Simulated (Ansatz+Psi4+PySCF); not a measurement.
Two shapes of doublet SiH2(+).

Shape 1:

```xyz
3

Si   -0.0014    0.0096    0.1288
H    -0.0014    1.1024   -0.9107
H     0.0097   -1.0955   -0.9209
```

Shape 2:

```xyz
3

Si    0.0291    0.0030    0.1378
H    -0.0253    1.0972   -0.9350
H     0.0248   -1.1128   -0.9247
```

Basis set: cc-pVTZ on H; cc-pV(T+d)Z on Si (spherical functions). Frozen core: 5 orbitals. Correlation on ROHF uses semicanonical orbitals with singles. Charge 1, multiplicity 2.

Computed with Ansatz (development build ahead of 0.2.0) and Psi4 1.11; each method stands on the lowest determinant of its kind that the runs found.

(1) Which shape is lower in energy, and by how much in each method?

Results:

(1)

```json
{"method": "ROHF", "E(2) − E(1) (eV)": "0.069"}
{"method": "UHF", "E(2) − E(1) (eV)": "0.065"}
{"method": "ROHF-MP2", "E(2) − E(1) (eV)": "0.058"}
{"method": "UHF-MP2", "E(2) − E(1) (eV)": "0.059"}
```

Shape 1 is lower.
